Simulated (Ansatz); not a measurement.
SiH$_{4}$F, doublet: a trajectory.

Input (in.yaml):

```yaml
crystal:
  periodic: [false, false, false]
  atoms:
    - {symbol: F, position_ang: [-1.006312, -0.184666, -0.823846]}
    - {symbol: Si, position_ang: [0.478147, 0.090308, 0.387490]}
    - {symbol: H, position_ang: [-1.870335, -0.352565, -1.516855]}
    - {symbol: H, position_ang: [0.544837, 1.543731, 0.651372]}
    - {symbol: H, position_ang: [1.685351, -0.409831, -0.304598]}
    - {symbol: H, position_ang: [0.168312, -0.687077, 1.606437]}
basis:
  gaussian: {orbitals: def2-SVP}
magnetization: {spin_polarized: true, initial_magnetization: 1}
hamiltonian: {xc: pbe0, dispersion: d4}
md: {n_steps: 30, timestep: 0.5, temperature: 300, ensemble: nve, seed: 687, initial_velocities: maxwell_boltzmann}
```

Launched with

```bash
ansatz run in.yaml --threads 2 --pin off --events-out ev --progress --plain --max-ram 4352MiB
```

What Ansatz 0.2.0 printed:

```
Functional definition: PBE0
  name "PBE0"
  cite "Adamo & Barone, J. Chem. Phys. 110, 6158 (1999) doi:10.1063/1.478522"
  cite "Perdew, Burke & Ernzerhof, Phys. Rev. Lett. 77, 3865 (1996) doi:10.1103/PhysRevLett.77.3865"
  parent pbe
  parameter a = 0.25
  parameter kappa = 0.804
  parameter beta = 0.06672455060314922
  exchange = (1 - a)*pbe_x(kappa = kappa, mu = beta*pi^2/3) + a*exact_x
  correlation = pbe_c(beta = beta)
535 factors; integrals over basis functions are off by at most 3.1e-4 eV
mean field evaluation 1: about -10644.6920 eV, gradient 1.5e1 eV
mean field evaluation 2: about -10644.4599 eV, gradient 2.0e1 eV
mean field evaluation 4: about -10645.7517 eV, gradient 1.0e0 eV
mean field evaluation 8: about -10645.7655 eV, gradient 1.1e-2 eV
mean field -10645.76549803 eV, -391.2246660935 hartree, gradient 3.4e-5 eV, S^2 0.756975; 0 other end points of the search recorded, 0 dependent functions left out
the calculation of the forces begins
reference -10645.76552411 eV, -391.2246670519 hartree; 14, 13 occupied and 38, 39 virtual orbitals, 535 factors
md step     0: t =     0.00 fs  T =   300.0 K  F+E_penalty+E_count = -10645.81317806 eV  E_kin = 0.155112 eV  conserved = -10645.65806606 eV  (25 SCF iters)
md step     1: t =     0.50 fs  T =   300.8 K  F+E_penalty+E_count = -10645.81359145 eV  E_kin = 0.155526 eV  conserved = -10645.65806497 eV  (26 SCF iters)
md step     2: t =     1.00 fs  T =   294.9 K  F+E_penalty+E_count = -10645.81049949 eV  E_kin = 0.152468 eV  conserved = -10645.65803164 eV  (25 SCF iters)
md step     3: t =     1.50 fs  T =   283.2 K  F+E_penalty+E_count = -10645.80440657 eV  E_kin = 0.146431 eV  conserved = -10645.65797544 eV  (24 SCF iters)
md step     4: t =     2.00 fs  T =   267.5 K  F+E_penalty+E_count = -10645.79619073 eV  E_kin = 0.138284 eV  conserved = -10645.65790673 eV  (25 SCF iters)
md step     5: t =     2.50 fs  T =   249.7 K  F+E_penalty+E_count = -10645.78692997 eV  E_kin = 0.129093 eV  conserved = -10645.65783746 eV  (25 SCF iters)
md step     6: t =     3.00 fs  T =   232.0 K  F+E_penalty+E_count = -10645.77772140 eV  E_kin = 0.119944 eV  conserved = -10645.65777742 eV  (25 SCF iters)
md step     7: t =     3.50 fs  T =   216.2 K  F+E_penalty+E_count = -10645.76952943 eV  E_kin = 0.111797 eV  conserved = -10645.65773230 eV  (25 SCF iters)
md step     8: t =     4.00 fs  T =   203.8 K  F+E_penalty+E_count = -10645.76308178 eV  E_kin = 0.105376 eV  conserved = -10645.65770578 eV  (26 SCF iters)
md step     9: t =     4.50 fs  T =   195.6 K  F+E_penalty+E_count = -10645.75881163 eV  E_kin = 0.101113 eV  conserved = -10645.65769842 eV  (26 SCF iters)
md step    10: t =     5.00 fs  T =   191.7 K  F+E_penalty+E_count = -10645.75684714 eV  E_kin = 0.099139 eV  conserved = -10645.65770843 eV  (26 SCF iters)
md step    11: t =     5.50 fs  T =   192.1 K  F+E_penalty+E_count = -10645.75703868 eV  E_kin = 0.099306 eV  conserved = -10645.65773232 eV  (26 SCF iters)
md step    12: t =     6.00 fs  T =   195.8 K  F+E_penalty+E_count = -10645.75901547 eV  E_kin = 0.101250 eV  conserved = -10645.65776522 eV  (26 SCF iters)
md step    13: t =     6.50 fs  T =   202.0 K  F+E_penalty+E_count = -10645.76226564 eV  E_kin = 0.104465 eV  conserved = -10645.65780112 eV  (26 SCF iters)
md step    14: t =     7.00 fs  T =   209.7 K  F+E_penalty+E_count = -10645.76623511 eV  E_kin = 0.108402 eV  conserved = -10645.65783262 eV  (26 SCF iters)
md step    15: t =     7.50 fs  T =   217.8 K  F+E_penalty+E_count = -10645.77044349 eV  E_kin = 0.112591 eV  conserved = -10645.65785259 eV  (26 SCF iters)
md step    16: t =     8.00 fs  T =   225.8 K  F+E_penalty+E_count = -10645.77460514 eV  E_kin = 0.116750 eV  conserved = -10645.65785498 eV  (27 SCF iters)
md step    17: t =     8.50 fs  T =   233.8 K  F+E_penalty+E_count = -10645.77873737 eV  E_kin = 0.120903 eV  conserved = -10645.65783394 eV  (26 SCF iters)
md step    18: t =     9.00 fs  T =   242.6 K  F+E_penalty+E_count = -10645.78323512 eV  E_kin = 0.125445 eV  conserved = -10645.65779046 eV  (26 SCF iters)
md step    19: t =     9.50 fs  T =   253.6 K  F+E_penalty+E_count = -10645.78885941 eV  E_kin = 0.131126 eV  conserved = -10645.65773312 eV  (26 SCF iters)
md step    20: t =    10.00 fs  T =   268.7 K  F+E_penalty+E_count = -10645.79660576 eV  E_kin = 0.138925 eV  conserved = -10645.65768094 eV  (27 SCF iters)
md step    21: t =    10.50 fs  T =   289.6 K  F+E_penalty+E_count = -10645.80742060 eV  E_kin = 0.149759 eV  conserved = -10645.65766175 eV  (27 SCF iters)
md step    22: t =    11.00 fs  T =   317.3 K  F+E_penalty+E_count = -10645.82178850 eV  E_kin = 0.164082 eV  conserved = -10645.65770614 eV  (27 SCF iters)
md step    23: t =    11.50 fs  T =   351.0 K  F+E_penalty+E_count = -10645.83929661 eV  E_kin = 0.181465 eV  conserved = -10645.65783158 eV  (27 SCF iters)
md step    24: t =    12.00 fs  T =   387.6 K  F+E_penalty+E_count = -10645.85841340 eV  E_kin = 0.200395 eV  conserved = -10645.65801855 eV  (26 SCF iters)
md step    25: t =    12.50 fs  T =   422.8 K  F+E_penalty+E_count = -10645.87681950 eV  E_kin = 0.218628 eV  conserved = -10645.65819110 eV  (26 SCF iters)
md step    26: t =    13.00 fs  T =   453.2 K  F+E_penalty+E_count = -10645.89253587 eV  E_kin = 0.234302 eV  conserved = -10645.65823349 eV  (26 SCF iters)
md step    27: t =    13.50 fs  T =   478.7 K  F+E_penalty+E_count = -10645.90556563 eV  E_kin = 0.247501 eV  conserved = -10645.65806459 eV  (26 SCF iters)
md step    28: t =    14.00 fs  T =   505.1 K  F+E_penalty+E_count = -10645.91891518 eV  E_kin = 0.261167 eV  conserved = -10645.65774844 eV  (26 SCF iters)
md step    29: t =    14.50 fs  T =   541.5 K  F+E_penalty+E_count = -10645.93749789 eV  E_kin = 0.279985 eV  conserved = -10645.65751248 eV  (26 SCF iters)
md step    30: t =    15.00 fs  T =   594.2 K  F+E_penalty+E_count = -10645.96479057 eV  E_kin = 0.307207 eV  conserved = -10645.65758385 eV  (26 SCF iters, 3 dispersion substeps)
Total energy: -10645.96481491 eV, -391.2319908539 hartree
Atom 0 at    -1.079569    -0.161093    -0.868577 Å, force    -0.762952     0.862989    -0.193258 eV/Å
Atom 1 at     0.511303     0.083929     0.408693 Å, force     1.572417    -0.021202     1.497733 eV/Å
Atom 2 at    -1.590234    -0.635992    -1.464645 Å, force    -1.147263    -1.092609    -1.350723 eV/Å
Atom 3 at     0.491918     1.545107     0.666340 Å, force     0.146104     0.145265    -0.070293 eV/Å
Atom 4 at     1.760216    -0.435904    -0.198426 Å, force     0.261414     0.167532    -0.147428 eV/Å
Atom 5 at     0.323195    -0.645506     1.685411 Å, force    -0.069720    -0.061975     0.263968 eV/Å
Dipole moment:    -0.429170    -0.182567    -0.430269 e Å

[the SCF lines of later steps are left out]
```

The lines “mean field evaluation” count trial sets of orbitals through the whole run, from several starts and some on an approximate energy, so they need not fall steadily or lie above the final value.

The run took about 44 s on 2 CPU threads of an Intel Xeon Platinum 8259CL (shared host).
